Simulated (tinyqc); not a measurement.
UKS/BLYP in the sto-3g basis, for H2O, spin multiplicity 3, step by step. One step of it, computed by the program tinyqc.

Question. Iteration 2: diagonalisation and new density. A level shift of 0.2 hartree raises the virtual space: F + shift (S - S D(s) S), with D(s) the density of one spin. Diagonalise F' = X^T F X, C = X C', fill 6 alpha and 4 beta electrons from the bottom; D(s) = C_occ C_occ^T. Each column has its largest component positive (the first on a tie).

F(alpha) (hartree):
```
             1O 1s      1O 2s     1O 2px     1O 2py     1O 2pz      2H 1s      3H 1s
1O 1s   -19.009945  -4.888027   0.000000  -0.005595  -0.007426  -0.858710  -0.830482
1O 2s    -4.888027  -2.246766   0.000000  -0.043051  -0.055788  -0.702239  -0.651801
1O 2px    0.000000   0.000000  -0.465463   0.000000   0.000000   0.000000   0.000000
1O 2py   -0.005595  -0.043051   0.000000  -0.468419   0.004710  -0.288283   0.228534
1O 2pz   -0.007426  -0.055788   0.000000   0.004710  -0.429993  -0.178764  -0.157994
2H 1s    -0.858710  -0.702239   0.000000  -0.288283  -0.178764  -0.401557  -0.188930
3H 1s    -0.830482  -0.651801   0.000000   0.228534  -0.157994  -0.188930  -0.220092
```

F(beta) (hartree):
```
             1O 1s      1O 2s     1O 2px     1O 2py     1O 2pz      2H 1s      3H 1s
1O 1s   -18.987118  -4.871801   0.000000  -0.007100  -0.002841  -0.856095  -0.827611
1O 2s    -4.871801  -2.156055   0.000000  -0.050312  -0.026885  -0.676787  -0.627811
1O 2px    0.000000   0.000000  -0.303074   0.000000   0.000000   0.000000   0.000000
1O 2py   -0.007100  -0.050312   0.000000  -0.439055  -0.015456  -0.278063   0.218247
1O 2pz   -0.002841  -0.026885   0.000000  -0.015456  -0.350090  -0.165007  -0.143050
2H 1s    -0.856095  -0.676787   0.000000  -0.278063  -0.165007  -0.323686  -0.181586
3H 1s    -0.827611  -0.627811   0.000000   0.218247  -0.143050  -0.181586  -0.176250
```

X:
```
            1O 1s      1O 2s    1O 2px     1O 2py     1O 2pz      2H 1s      3H 1s
1O 1s    1.023747  -0.137970  0.000000  -0.000205  -0.006860   0.019983   0.019599
1O 2s   -0.137970   1.170948  0.000000   0.002669   0.067191  -0.239088  -0.231382
1O 2px   0.000000   0.000000  1.000000   0.000000   0.000000   0.000000   0.000000
1O 2py  -0.000205   0.002669  0.000000   1.089790   0.001070  -0.196649   0.192464
1O 2pz  -0.006860   0.067191  0.000000   0.001070   1.030295  -0.107908  -0.105002
2H 1s    0.019983  -0.239088  0.000000  -0.196649  -0.107908   1.141364  -0.054018
3H 1s    0.019599  -0.231382  0.000000   0.192464  -0.105002  -0.054018   1.135028
```

D(alpha) after iteration 1:
```
            1O 1s      1O 2s    1O 2px     1O 2py     1O 2pz      2H 1s      3H 1s
1O 1s    1.067320  -0.309438  0.000000   0.024320  -0.025750   0.057819   0.087963
1O 2s   -0.309438   1.489054  0.000000  -0.122950   0.189450  -0.456413  -0.603400
1O 2px   0.000000   0.000000  1.000000   0.000000   0.000000   0.000000   0.000000
1O 2py   0.024320  -0.122950  0.000000   0.202987  -0.073092   0.311453  -0.154348
1O 2pz  -0.025750   0.189450  0.000000  -0.073092   1.083214  -0.190114  -0.279780
2H 1s    0.057819  -0.456413  0.000000   0.311453  -0.190114   0.866840   0.331604
3H 1s    0.087963  -0.603400  0.000000  -0.154348  -0.279780   0.331604   1.062202
```

D(beta) after iteration 1:
```
            1O 1s      1O 2s    1O 2px     1O 2py     1O 2pz      2H 1s      3H 1s
1O 1s    1.054064  -0.230561  0.000000   0.003057   0.056482  -0.024099   0.009222
1O 2s   -0.230561   1.020055  0.000000  -0.011853  -0.299074   0.038964  -0.145033
1O 2px   0.000000   0.000000  0.000000   0.000000   0.000000   0.000000   0.000000
1O 2py   0.003057  -0.011853  0.000000   0.320181   0.152653   0.238008  -0.252447
1O 2pz   0.056482  -0.299074  0.000000   0.152653   0.546947   0.240442   0.285574
2H 1s   -0.024099   0.038964  0.000000   0.238008   0.240442   0.230102  -0.064217
3H 1s    0.009222  -0.145033  0.000000  -0.252447   0.285574  -0.064217   0.557909
```

overlap S:
```
           1O 1s     1O 2s    1O 2px     1O 2py    1O 2pz     2H 1s      3H 1s
1O 1s   1.000000  0.236704  0.000000   0.000000  0.000000  0.041141   0.039801
1O 2s   0.236704  1.000000  0.000000   0.000000  0.000000  0.403202   0.394936
1O 2px  0.000000  0.000000  1.000000   0.000000  0.000000  0.000000   0.000000
1O 2py  0.000000  0.000000  0.000000   1.000000  0.000000  0.298767  -0.294338
1O 2pz  0.000000  0.000000  0.000000   0.000000  1.000000  0.185498   0.182605
2H 1s   0.041141  0.403202  0.000000   0.298767  0.185498  1.000000   0.156092
3H 1s   0.039801  0.394936  0.000000  -0.294338  0.182605  0.156092   1.000000
```

Give: F' = X^T F X; orbital energies; coefficients C; F' = X^T F X; orbital energies; coefficients C; D(alpha) after iteration 2; D(beta) after iteration 2.

Answer.

F' = X^T F X (alpha) (hartree):
```
          1        2        3        4        5        6        7
1  -18.6468  -2.5642   0.0000  -0.0033  -0.0258  -0.1091  -0.1053
2   -2.5642  -1.2808   0.0000  -0.0236   0.0161  -0.2888  -0.2798
3    0.0000   0.0000  -0.4655   0.0000   0.0000   0.0000   0.0000
4   -0.0033  -0.0236   0.0000  -0.2203   0.0193  -0.3111   0.2777
5   -0.0258   0.0161   0.0000   0.0193  -0.3905  -0.1328  -0.1141
6   -0.1091  -0.2888   0.0000  -0.3111  -0.1328  -0.0696  -0.0902
7   -0.1053  -0.2798   0.0000   0.2777  -0.1141  -0.0902   0.0928
```

orbital energies (alpha) (hartree): MO1 -19.0198, MO2 -1.0615, MO3 -0.5072, MO4 -0.4655, MO5 -0.4447, MO6 0.1219, MO7 0.3959

coefficients C (alpha):
```
            MO1      MO2      MO3     MO4      MO5      MO6      MO7
1O 1s    0.9936  -0.2557   0.0336  0.0000   0.0447   0.1087   0.0170
1O 2s    0.0277   0.9689  -0.1591  0.0000  -0.2239  -0.6920  -0.1077
1O 2px   0.0000   0.0000   0.0000  1.0000   0.0000   0.0000   0.0000
1O 2py   0.0005   0.0524   0.7292  0.0000  -0.1046  -0.2011   0.8231
1O 2pz   0.0026   0.0771   0.0373  0.0000   0.9214  -0.4809  -0.0342
2H 1s   -0.0061   0.0892   0.3938  0.0000   0.1483   0.8860  -0.6660
3H 1s   -0.0056   0.0291  -0.2431  0.0000   0.1363   0.6738   0.9277
```

F' = X^T F X (beta) (hartree):
```
          1        2        3        4        5        6        7
1  -18.6254  -2.5646   0.0000  -0.0020  -0.0299  -0.1044  -0.1015
2   -2.5646  -1.1534   0.0000  -0.0455   0.0906  -0.3399  -0.3204
3    0.0000   0.0000  -0.1031   0.0000   0.0000   0.0000   0.0000
4   -0.0020  -0.0455   0.0000  -0.2120  -0.0385  -0.3050   0.2949
5   -0.0299   0.0906   0.0000  -0.0385  -0.2379  -0.1883  -0.1854
6   -0.1044  -0.3399   0.0000  -0.3050  -0.1883   0.0968  -0.0536
7   -0.1015  -0.3204   0.0000   0.2949  -0.1854  -0.0536   0.1875
```

orbital energies (beta) (hartree): MO1 -18.9964, MO2 -0.9748, MO3 -0.4823, MO4 -0.3514, MO5 -0.1031, MO6 0.3779, MO7 0.4825

coefficients C (beta):
```
            MO1      MO2      MO3      MO4     MO5      MO6      MO7
1O 1s    0.9939  -0.2520   0.0388   0.0412  0.0000   0.1046   0.0500
1O 2s    0.0267   0.9503  -0.1702  -0.2352  0.0000  -0.6501  -0.3079
1O 2px   0.0000   0.0000   0.0000   0.0000  1.0000   0.0000   0.0000
1O 2py   0.0006   0.0846   0.7440  -0.2044  0.0000  -0.3564   0.7307
1O 2pz   0.0022   0.0316   0.2329   0.8444  0.0000  -0.5089  -0.2480
2H 1s   -0.0058   0.1085   0.3188   0.1398  0.0000   1.0597  -0.3969
3H 1s   -0.0054   0.0506  -0.2244   0.2950  0.0000   0.3350   1.0682
```

D(alpha) after iteration 2:
```
          1O 1s    1O 2s  1O 2px   1O 2py   1O 2pz    2H 1s    3H 1s
1O 1s    1.0676  -0.3107  0.0000  -0.0149  -0.0270   0.0873   0.0581
1O 2s   -0.3107   1.4938  0.0000   0.0973   0.1953  -0.6226  -0.4300
1O 2px   0.0000   0.0000  1.0000   0.0000   0.0000   0.0000   0.0000
1O 2py  -0.0149   0.0973  0.0000   0.5859   0.0316   0.0982  -0.3255
1O 2pz  -0.0270   0.1953  0.0000   0.0316   1.0876  -0.2679  -0.2053
2H 1s    0.0873  -0.6226  0.0000   0.0982  -0.2679   0.9700   0.5240
3H 1s    0.0581  -0.4300  0.0000  -0.3255  -0.2053   0.5240   0.5326
```

D(beta) after iteration 2:
```
          1O 1s    1O 2s  1O 2px   1O 2py   1O 2pz    2H 1s    3H 1s
1O 1s    1.0545  -0.2292  0.0000  -0.0003   0.0380  -0.0150  -0.0146
1O 2s   -0.2292   0.9880  0.0000   0.0019  -0.2082   0.0158   0.0167
1O 2px   0.0000   0.0000  0.0000   0.0000   0.0000   0.0000   0.0000
1O 2py  -0.0003   0.0019  0.0000   0.6025   0.0033   0.2178  -0.2230
1O 2pz   0.0380  -0.2082  0.0000   0.0033   0.7683   0.1957   0.1984
2H 1s   -0.0150   0.0158  0.0000   0.2178   0.1957   0.1330  -0.0248
3H 1s   -0.0146   0.0167  0.0000  -0.2230   0.1984  -0.0248   0.1400
```
